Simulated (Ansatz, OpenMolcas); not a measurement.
# Ansatz → OpenMolcas

Ansatz 0.2.0 runs this on SiF2 (SMILES F[Si]F):

in.yaml:
```yaml
crystal:
  periodic: [false, false, false]
  atoms:
    - symbol: F
      position_ang: [-0.857178, 2.400775, -0.201391]
    - symbol: Si
      position_ang: [-1.618378, 1.107575, -0.760891]
    - symbol: F
      position_ang: [0.428600, -1.200400, 0.100700]
basis:
  gaussian: {orbitals: STO-3G}
hamiltonian: {xc: {name: B2PLYP}}
correlation: {frozen_orbitals: {F: 1, Si: 5}}
accuracy: high
```

```bash
$ ansatz run in.yaml --threads 1 --pin off --max-ram 2610MiB --events-out events.jsonl --progress --plain --runs-dir runs
```

The F3–Si2 distance was set to 3.203 Å, away from the relaxed value.

It gives a total energy of -482.353342 Eh.

Problem. How is this level of theory, on these atoms, set up in OpenMolcas 26.06 as an input file of the program's own?

Solution. This input was run:

input.xyz:
```
3

F     -0.857178     2.400775    -0.201391
Si    -1.618378     1.107575    -0.760891
F      0.428600    -1.200400     0.100700
```

calc.input:
```
* F2Si Kohn-Sham DFT
>>> EXPORT MOLCAS_PRINT=2
&GATEWAY
BASLIB=$CurrDir
COORD=input.xyz
BASIS=STO-3G
GROUP=NoSym
&SEWARD
GRIDINPUT
Grid=UltraFine
End of Grid
&SCF
KSDFT=B2PLYP_SCF
THRESHOLDS=1e-10 1e-07 1e-07 1e-05
PRORBITALS=1 1
&MBPT2
FROZEN=7
```

```bash
$ export MOLCAS_MEM=1860
$ pymolcas calc.input > calc.log
```

(Basis files named in the input come from the Basis Set Exchange and aren't shown.)

Its energy is -482.353342 Eh, 0.000 mEh from the first.
